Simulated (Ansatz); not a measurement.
`[AlH2][O][SiH3]` and `BO[SiH3]` differ in one element.

Ansatz, PBE0-D4/def2-TZVP geometries, multiplicity 1. 

```
                                      property  `[AlH2][O][SiH3]`
            HOMO energy (PBE0/def2-TZVPP) / eV              -8.24
         LUMO energy (ωB97M-V/def2-TZVPP) / eV               0.40
            LUMO energy (PBE0/def2-TZVPP) / eV              -1.18
size of the dipole moment (PBE/def2-TZVPP) / D               0.41
         HOMO energy (ωB97M-V/def2-TZVPP) / eV             -10.48
           LUMO energy (B3LYP/def2-TZVPP) / eV              -1.41
```

**Question.** Give the same properties after the change, and the shifts. (Best estimate.)

**Answer.** The calculation gave: 
| property | `BO[SiH3]` | shift |
| --- | --- | --- |
| HOMO energy (PBE0/def2-TZVPP) / eV | -8.49 | -0.25 |
| LUMO energy (ωB97M-V/def2-TZVPP) / eV | 1.22 | 0.82 |
| LUMO energy (PBE0/def2-TZVPP) / eV | -0.65 | 0.53 |
| size of the dipole moment (PBE/def2-TZVPP) / D | 1.04 | 0.63 |
| HOMO energy (ωB97M-V/def2-TZVPP) / eV | -10.86 | -0.38 |
| LUMO energy (B3LYP/def2-TZVPP) / eV | -0.91 | 0.50 |

With PBE0 the HOMO falls by 0.25 eV and the LUMO rises by 0.53 eV, so the gap widens by about 0.78 eV. PBE moves the HOMO by -0.13 eV and ωB97M-V by -0.38 eV. Dipoles are sizes alone; their direction can turn.

B3LYP here is the variant with VWN-RPA as its local correlation; programs differ in this.
